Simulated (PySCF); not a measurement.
CHO, SMILES O=[CH], multiplicity 2.

The structure is a stationary point at PBE0-D3(BJ)/def2-TZVPD. The isomer is the one that the SMILES or the coordinates give; other isomers of the formula were not compared.

Method: TDA-LC-ωPBE/def2-TZVPD in PySCF.

Vertical excitations. The molecule is in vacuum.

Q: Estimate the UV-visible absorptions. (Estimate from the structure and the level; the computed values follow.)

A: 
```tsv
state	energy (eV)	λ (nm)	f	main pairs
root 1	2.25	550	0.002	α HOMO→LUMO 97 %
root 2	5.90	210	0.041	α HOMO→LUMO+1 88 %
root 3	6.53	190	0.028	α HOMO−1→LUMO 26 %, β HOMO→LUMO 60 %
root 4	6.97	178	0.004	α HOMO−2→LUMO 14 %, β HOMO→LUMO+1 62 %, β HOMO−1→LUMO 14 %
root 5	7.09	175	0.010	α HOMO→LUMO+2 52 %, α HOMO→LUMO+5 26 %, β HOMO−1→LUMO+1 6 %
root 6	7.23	171	0.014	α HOMO−1→LUMO 22 %, α HOMO→LUMO+3 8 %, β HOMO−1→LUMO+1 40 %, β HOMO→LUMO 14 %
root 7	7.53	165	0.022	α HOMO→LUMO+3 73 %, β HOMO→LUMO 7 %
root 8	7.61	163	0.001	α HOMO→LUMO+4 13 %, β HOMO−1→LUMO 60 %, β HOMO→LUMO+1 21 %
root 9	7.67	162	0.002	α HOMO→LUMO+4 79 %, β HOMO−1→LUMO 13 %
root 10	8.63	144	0.008	α HOMO−2→LUMO 77 %, β HOMO→LUMO+1 8 %, β HOMO−1→LUMO 6 %
```
Unrestricted roots are not spin-pure.
